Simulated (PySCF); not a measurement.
Compound: nitryl fluoride, FNO2.
Bonds: O1–N2 (double), N2–O3, N2–F4.

Method: core-valence-separated Tamm–Dancoff BHandHLYP/aug-pcX-1 in PySCF, non-relativistic, gas phase, PBE0-D3(BJ)/def2-SVP geometry.

Computed fluorine K-edge spectrum, Gaussian lines of 0.6 eV full width, highest printed point 100; it ends one width below the last computed root. The energies are unshifted.

```tsv
photon energy (eV)	absorption
681.2	2
681.4	11
681.6	43
681.8	89
682.0	100
682.2	61
682.4	20
682.6	3
682.8	0
683.0	0
683.2	0
683.4	0
683.6	0
683.8	0
684.0	1
684.2	3
684.4	9
684.6	12
684.8	9
685.0	4
685.2	1
685.4	0
685.6	0
685.8	0
686.0	0
686.2	0
686.4	0
686.6	0
686.8	0
687.0	0
687.2	0
687.4	0
687.6	0
687.8	0
688.0	1
688.2	2
688.4	5
688.6	5
688.8	3
689.0	1
689.2	0
689.4	2
689.6	6
689.8	15
690.0	21
690.2	18
690.4	10
690.6	3
690.8	1
691.0	0
691.2	0
691.4	0
```

Q: Where are the maxima, and which lines make them up?

A: 4 maxima:
- 681.9 eV: F4 (fluorine bonded to N), 681.94 eV, f = 0.057, 100 % of the height at the exact maximum
- 684.6 eV: F4 (fluorine bonded to N), 684.62 eV, f = 0.007, 100 % of the height at the exact maximum
- 688.5 eV: F4 (fluorine bonded to N), 688.54 eV, f = 0.003, 100 % of the height at the exact maximum
- 690.0 eV: F4 (fluorine bonded to N), 689.93 eV, f = 0.007, 57 % of the height at the exact maximum; F4 (fluorine bonded to N), 690.19 eV, f = 0.006, sum of 2, 43 % of the height at the exact maximum

Roots within 0.03 eV on the same or equivalent atoms count as one line; shares under 12 % aren't listed.

Vibrational structure and lifetime widths aren't in the curve. The ionisation threshold wasn't computed; near and above it a finite basis only mimics Rydberg series and continuum.
